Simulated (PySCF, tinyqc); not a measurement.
Worked calculation: CCSD on RHF in the sto-3g basis, for BH, spin multiplicity 1. The lowest restricted solution is unstable here: a spin-polarised one lies 0.0133 hartree lower (PySCF). One step of it, computed by the program tinyqc.

Task: Orthogonalisation. S = U s U^T; symmetric (Loewdin) form X = U s^(-1/2) U^T, so that X^T S X = 1.

overlap S, lower triangle:
```
           1B 1s     1B 2s    1B 2px    1B 2py    1B 2pz     2H 1s
1B 1s   1.000000
1B 2s   0.269328  1.000000
1B 2px  0.000000  0.000000  1.000000
1B 2py  0.000000  0.000000  0.000000  1.000000
1B 2pz  0.000000  0.000000  0.000000  0.000000  1.000000
2H 1s   0.014302  0.195304  0.000000  0.000000  0.243800  1.000000
```

Give: eigenvalues of S; X.

Result:

eigenvalues of S: 0.6339  0.8169  1.0000  1.0000  1.1692  1.3800

X, lower triangle:
```
          1B 1s    1B 2s  1B 2px  1B 2py   1B 2pz   2H 1s
1B 1s    1.0292
1B 2s   -0.1438   1.0454
1B 2px   0.0000   0.0000  1.0000
1B 2py   0.0000   0.0000  0.0000  1.0000
1B 2pz  -0.0031   0.0200  0.0000  0.0000   1.0240
2H 1s    0.0145  -0.1076  0.0000  0.0000  -0.1301  1.0399
```
